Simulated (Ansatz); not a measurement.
System: hcp Tl. Method: PBE-D4 (plane waves, PAW; Ansatz, a first-principles code).

Run with plane-wave cutoff 520 eV, 18×18×10 k mesh (along the axes of the cell as run), Fermi–Dirac smearing 0.05 eV, scalar-relativistic PAW data made under PBE.

Computed at the level's own relaxed cell.

Question: Predict the pressure derivative B′ of the bulk modulus, bulk modulus, volume per atom, lattice parameter c and lattice parameter a.

Answer: 
- pressure derivative B′ of the bulk modulus: 5.4
- bulk modulus: 32.3 GPa
- volume per atom: 29.57 Å³/atom
- lattice parameter c: 5.562 Å
- lattice parameter a: 3.504 Å

The run finds no gap.

Measured, for comparison: bulk modulus 37.4 GPa (copied from a table, unchecked, extrapolated to 0 K and zero-point effects removed; as tabulated in Lejaeghere et al. (2013), arXiv:1204.2733); lattice parameter c 5.525 Å, lattice constant a 3.457 Å (293 K, not corrected to a static lattice; as tabulated in Wikipedia's data pages). Computed (rounded) less measured: bulk modulus not scored (unchecked), lattice parameter c +0.7 %, lattice constant a +1.4 %.

Note: the bulk modulus comes from volumes at which shape and atoms were relaxed.

Spin–orbit coupling is not included; it can shift volumes and moduli of such heavy elements.

Computed values are for the static lattice.

It cost roughly 2.8 core-minutes of CPU time.
